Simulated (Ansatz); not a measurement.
**[BH$_{2}$···H···H], doublet: transfer scan**

All five atoms lie in one plane.

Starting geometry:

```xyz
5

B    -0.1512    0.0000    0.0000
H    -0.7479    1.0336    0.0000
H    -0.7479   -1.0336    0.0000
H     1.0423    0.0000    0.0000
H     2.0748    0.0000    0.0000
```

From there H4 is moved from one fragment to the other while all else, the fragments' distance too, stays fixed; atoms are numbered as listed. Energies are in kcal/mol, counted from the starting geometry at the same level.

Basis cc-pVTZ; Ansatz 0.2.0. Correlated methods freeze the noble-gas cores. Prefix R: restricted or restricted open-shell reference; prefix U: unrestricted. Active spaces: valence = (7e, 8o) chosen from the atoms' valence shells.

Runs in a small pair space aren't shown, since their orbitals change along the scan.

Full CI isn't at hand for all of this; UCCSDT(Q) serves as the reference, and is uncertain by about the last step of the cluster series. The frozen core follows each run's orbitals, which can shift R against U totals by a few meV.

```
distance B1-H4 (Å)  UCCSDT(Q)  error UCCSD  error RCCSD(T)  error RCCSDT  error UCCSDT  error CASSCF (valence space)  error NEVPT2 (valence space)
             1.194        0.0          0.0             0.0           0.0           0.0                           0.0                           0.0
             1.235       -0.1          0.0             0.0           0.0           0.0                           0.3                           0.0
             1.317        0.9          0.1             0.0           0.0           0.0                           0.8                           0.0
             1.399        2.4          0.1             0.0           0.0           0.0                           1.3                           0.0
             1.481        4.9          0.0             0.0           0.0           0.0                           1.5                           0.0
```

Errors are those of relative energies. In total energy the starting point itself misses UCCSDT(Q) by: UCCSD 2.3, RCCSD(T) 0.4, RCCSDT 0.0, UCCSDT 0.0, CASSCF (valence space) 63.6, NEVPT2 (valence space) 16.4 kcal/mol.

Spread of the error over the points with a reference, to 1.481 Å (largest less smallest): UCCSDT 0.0, RCCSDT 0.0, RCCSD(T) 0.0, NEVPT2 (valence space) 0.1, UCCSD 0.1, CASSCF (valence space) 1.5 kcal/mol.
